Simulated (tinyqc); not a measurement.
Stretching all distances: RHF, UHF, MP2, CISD and CCSD against full CI in the sto-3g basis, for HF, spin multiplicity 1. Computed by the program tinyqc with PySCF. All coordinates are multiplied by the scale. c0^2 is the weight of the RHF determinant in the lowest singlet FCI state (UHF is spin-contaminated and may lie near states of higher spin) and n(LUMO) the first natural occupation beyond the occupied space.

Geometry (angstrom):

| atom | x | y | z |
|---|---|---|---|
| F | 0.0000 | 0.0000 | 0.0000 |
| H | 0.0000 | 0.0000 | 0.8410 |

Full CI energy (hartree) and errors against it (kcal/mol):

| scale | distance 1-2 (angstrom) | E(FCI) | RHF | UHF | MP2 | CISD | CCSD | <S^2> UHF | c0^2 | n(LUMO) |
|---|---|---|---|---|---|---|---|---|---|---|
| 0.9200 | 0.7737 | -98.526752 | 10.4330 | 10.4330 | 2.9851 | 0.0000 | 0.0000 | 0.0000 | 0.9925 | 0.0148 |
| 1.2000 | 1.0092 | -98.603109 | 21.1059 | 21.1059 | 7.4823 | 0.0000 | 0.0000 | 0.0000 | 0.9770 | 0.0452 |
| 1.4900 | 1.2531 | -98.567745 | 39.2383 | 37.5127 | 16.1001 | 0.0000 | 0.0000 | 0.2020 | 0.9391 | 0.1200 |
| 1.7800 | 1.4970 | -98.519890 | 65.2754 | 29.7326 | 28.8198 | 0.0000 | 0.0000 | 0.7088 | 0.8698 | 0.2575 |
| 2.0600 | 1.7325 | -98.486179 | 96.2461 | 15.9946 | 42.6390 | 0.0000 | 0.0000 | 0.8888 | 0.7797 | 0.4372 |
| 2.3400 | 1.9679 | -98.467535 | 128.1743 | 7.1590 | 52.9927 | 0.0000 | 0.0000 | 0.9580 | 0.6906 | 0.6153 |
| 2.6300 | 2.2118 | -98.458779 | 157.1597 | 2.8199 | 55.5040 | 0.0000 | 0.0000 | 0.9849 | 0.6193 | 0.7578 |

What does the comparison show, and why?

UHF parts from RHF first at scale 1.49 of those listed, where <S^2> leaves zero. The weight c0^2 goes from 0.99 to 0.62 and n(LUMO) from 0.01 to 0.76: static correlation grows as the bonds break into open-shell fragments. The spread of the error along the curve, which distorts its shape, is CISD 0.0, CCSD 0.0, UHF 34.7, MP2 52.5, RHF 146.7 kcal/mol. With one virtual orbital CISD and CCSD are exact.
